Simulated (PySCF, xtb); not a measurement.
BeH, SMILES [BeH+], charge +1.

Harmonic wavenumbers (cm⁻¹) from GFN2-xTB run with xtb at its own minimum, in rising order: 1449.

**Question.** What does PBE-D3(BJ)/def2-TZVPD (PySCF) give at its own minimum? (The exact figures need the calculation; the answer reports its results.)

**Answer.** 2120. Paired by order, the mean absolute difference is 671 cm⁻¹ and the zero-point energies are 2.1 and 3.0 kcal/mol.
